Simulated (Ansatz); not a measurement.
## C3H4, SMILES C=C=C: the interaction energy of a dimer with the counterpoise correction, step by step

Computed with Ansatz's Python interface.

Notebook, run cell by cell (the value of a cell's last expression is shown):

**Cell 1**
```python
import ansatz as az
```

**Cell 2**
```python
FIRST = [
    ("C", (-1.0105, 0.2942, -0.6801)),
    ("C", (-0.0201, 0.0006, 0.0022)),
    ("C", (0.9935, -0.3306, 0.6841)),
    ("H", (-1.8834, -0.2559, -0.6721)),
    ("H", (-1.0473, 1.2239, -1.3253)),
    ("H", (1.7889, -0.9597, 0.2735)),
    ("H", (1.1792, 0.0274, 1.7174)),
]
SECOND = [
    ("C", (4.029, 0.2866, 0.3637)),
    ("C", (3.4812, 1.1959, -0.2732)),
    ("C", (2.9437, 2.1205, -0.9502)),
    ("H", (5.0294, 0.2987, 0.6158)),
    ("H", (3.4548, -0.6038, 0.7632)),
    ("H", (2.8678, 2.0725, -2.0406)),
    ("H", (2.4679, 3.0137, -0.4962)),
]
```

**Cell 3**
```python
def energy(atoms, ghosts=()):
    molecule = az.Crystal.molecule()
    for symbol, xyz in atoms:
        molecule = molecule.atom(symbol, xyz)
    calc = (
        molecule.calculation()
        .basis(gaussian="cc-pVDZ")  # atom-centred Gaussian functions
        .correlation("MP2")  # correlation on top of the mean field
    )
    deck = calc.input()
    if ghosts:
        deck = deck.set(az.key.basis.gaussian.ghost_atoms, [{"symbol": s, "position_ang": list(xyz)} for s, xyz in ghosts])
    return az.Session.from_dict(deck).plan().execute().report["free_energy_ev"]
```

**Cell 4**
```python
# monomers in their own basis and in the basis of the dimer
both = energy(FIRST + SECOND)
alone = energy(FIRST) + energy(SECOND)
ghosted = energy(FIRST, SECOND) + energy(SECOND, FIRST)
print(f"dimer {both:.6f} eV")
print(f"interaction, uncorrected   {96.485332 * (both - alone):8.3f} kJ/mol")
print(f"interaction, counterpoise  {96.485332 * (both - ghosted):8.3f} kJ/mol")
print(f"basis-set superposition    {96.485332 * (alone - ghosted):8.3f} kJ/mol")
```
Output:
```text
dimer -6326.319333 eV
interaction, uncorrected     11.295 kJ/mol
interaction, counterpoise    17.200 kJ/mol
basis-set superposition       5.905 kJ/mol
```

Uncorrected it is 11.295 kJ/mol, with the counterpoise correction 17.200 kJ/mol; the difference, 5.90 kJ/mol, is the superposition error. In this basis both values are repulsive.

What to keep in mind:
- Total energies depend on the basis set; only differences at equal settings carry meaning.
- The dimer is a generated trial pose of unrelaxed monomers, not a minimum, so the figure is no binding energy, and the basis set is small.
- Timing: 12 s on 1 thread of Arm Neoverse N1 (shared host), peak memory 0.27 GiB.
